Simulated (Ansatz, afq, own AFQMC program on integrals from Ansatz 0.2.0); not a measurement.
**Atomization energy of AlGaHCl, singlet**

```xyz
4

Al    0.0000    0.3261    2.6182
Ga    0.0000   -0.3280    0.0171
Cl    0.0000    0.3579   -2.0599
H     0.0000    1.3692    1.1870
```

Connectivity, by distances: AlH–Ga–Cl.

Atoms in their ground-state spins without spin–orbit coupling (mostly on UHF) minus the molecule (RHF), without zero-point energy. The geometry is a stationary point, not shown to be a minimum.

Basis cc-pVDZ. Noble-gas cores (and the filled d shells of Ga–Kr and In–Xe) are frozen. Ansatz 0.2.0 and our own AFQMC program on the same integrals; the CISD trial comes from CCSD amplitudes, and released means the phaseless constraint is let go. Free AFQMC starts from the CCSD state and is never constrained. Its projection time is finite, and what remains of the start isn't in its error. Uncertainties: one standard error, sampling alone. No spin–orbit coupling. The errors of all members are added in quadrature.

No full CI on the walks' own integrals is used here. The released AFQMC energy serves as the reference, which it does only where one determinant dominates, the energy is flat over the last release times and near the phaseless one (40 meV or 2 meV an electron, half that with transition metals). On small molecules, where full CI could be run and the noise was under 10 meV, such values lay within 10 meV of it in 19 cases of 20, a flattering rate, since the rule was set on those same cases; what remains of the bias isn't in the error bar. Each member takes its own surest rung, up to full CI.

Errors are counted within cc-pVDZ, not against nature.

Cautions: inner d shell frozen; no relativity below Rb; no spin-orbit coupling; AlGaHCl (singlet): restricted determinant unstable towards unrestricted (UHF 7 meV lower, ⟨S²⟩ 0.12), the released value is read at 2.40 1/Eh with a noise of 29 meV, more than in the cases checked (meV from the phaseless value at times in 1/Eh: -16 ± 18 at 0.24, -28 ± 16 at 0.51, -37 ± 16 at 0.99, -33 ± 21 at 1.62, -27 ± 29 at 2.40); other spins of the molecule weren't checked.

Reference (AFQMC with the constraint released): 173.7 ± 0.7 kcal/mol.

| level | atomization energy (kcal/mol) | error against released AFQMC (kcal/mol) |
| --- | --- | --- |
| HF | 129.3 | -44.4 ± 0.7 |
| MP2 | 174.6 | 0.9 ± 0.7 |
| CCSD | 169.6 | -4.1 ± 0.7 |
| CCSD(T) | 173.1 | -0.6 ± 0.7 |
| ph-AFQMC/HF | 178.2 ± 1.4 | 4.5 ± 1.6 |
| ph-AFQMC/CISD | 173.3 ± 0.4 | -0.4 ± 0.8 |
| free AFQMC | 173.2 ± 0.5 | -0.5 ± 0.8 |

Correlation beyond CCSD(T) changes it by less than twice the noise. The perturbative (T) step is worth +3.5 kcal/mol.

Free projections are given only where their last times agree within the noise and don't stop above the reference; a slow remainder of the start can still hide under it. A walk keeps the symmetry of its determinant, which the program's search chose and which needn't be the lowest solution, so a lower state of the same spin and another symmetry isn't excluded. Released energies are given only where the last usable release times agree within the noise; a slower fall can still hide under it.
